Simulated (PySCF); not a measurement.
Bond curve of PO⁻

Set-up: basis P aug-cc-pVDZ-DK, O aug-cc-pVDZ-DK; spin-free X2C with a Gaussian nucleus; PySCF 2.14. Energies in eV from P + O⁻ in their ground configurations at the same level. All curves are PBE0. state 1: ³Σ⁻ (triplet), unpaired electrons π ↑↑; state 2: Ms = 0 determinant of mixed spin (⟨S²⟩ near 1.0), unpaired electrons π ↑↓, a mixture of terms (⟨Lz²⟩ = 2.0), a second solution, started from another occupation; state 3: singlet, one real π or δ orbital doubly filled, a mixture of terms (⟨Lz²⟩ = 2.0), a second solution, started from another occupation.

```tsv
R (Å)	state 1	state 2	state 3
1.358	-3.948	-3.716	-3.026
1.421	-4.763	-4.525	-3.809
1.484	-5.211	-4.968	-4.229
1.532	-5.369	-5.123	-4.369
1.579	-5.414	-5.165	-4.397
1.626	-5.370	-5.119	-4.339
1.690	-5.209	-4.956	-4.162
1.768	-4.894	-4.638	-3.831
1.863	-4.414	-4.157	-3.337
1.990	-3.696	-3.437	-2.605
```

Q: Put a parabola through the three lowest points of the state 1 curve and estimate Re, k and ωe (reduced mass 10.55 u; 1 eV/Å² = 0.16022 mdyn/Å; ωe = 1302.8·√(k/μ) cm⁻¹).

A: Through R = 1.532, 1.579, 1.626 Å the second-order coefficient is 20.1 eV/Å², so Re ≈ 1.579 Å, k ≈ 6.46 mdyn/Å and ωe ≈ 1019 cm⁻¹. A polynomial fit of higher order to the unrounded PBE0 energies gives Re = 1.577 Å, k = 6.34 mdyn/Å, ωe = 1010 cm⁻¹; anharmonicity and rounding make the difference.

The higher-order fit for each curve: state 1: Re = 1.577 Å, ωe = 1010 cm⁻¹, De = 5.41 eV; state 2: Re = 1.576 Å, ωe = 1011 cm⁻¹, minimum 5.17 eV below the ground-state fragments; state 3: Re = 1.569 Å, ωe = 1021 cm⁻¹, minimum 4.40 eV below the ground-state fragments.

For an ion De counts to the pair picked by the measured ionisation energies or electron affinities, which need not be the lowest pair at this level. The highest Kohn–Sham level is positive in this anion. Much of that is self-interaction error, but it also means that the finite basis helps to hold the extra electron. The state is the lowest determinant that a PBE0 search found; another state may lie lower at other levels.
